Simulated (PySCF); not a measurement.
**Spin-orbit coupling and the first ionisation energy along the second row**

Two-component X2C-1e calculated with PySCF 2.14: MP2 on generalised Hartree-Fock spinors (GMP2), with spin-orbit coupling off and on (screened by Boettger's factors); no Breit or QED terms. Values in eV; the references (NIST) lie between the lowest levels. Elements whose determinants are no pure J levels are left out.

| element | configurations | spin-free | with spin-orbit | shift | reference |
| --- | --- | --- | --- | --- | --- |
| B (x2c-QZVPPall-2c, 1s2 frozen) | [He] 2s2 2p1 → [He] 2s2 | 8.280 | 8.282 | 0.001 | 8.298 |
| O (x2c-QZVPPall-2c, 1s2 frozen) | [He] 2s2 2p4 → [He] 2s2 2p3 | 13.391 | 13.401 | 0.010 | 13.618 |
| F (x2c-QZVPPall-2c, 1s2 frozen) | [He] 2s2 2p5 → [He] 2s2 2p4 | 17.339 | 17.336 | -0.003 | 17.423 |
| Ne (x2c-QZVPPall-2c, 1s2 frozen) | [Ne] → [He] 2s2 2p5 | 21.668 | 21.632 | -0.036 | 21.565 |

What remains against the references is mostly the basis and correlation beyond MP2.
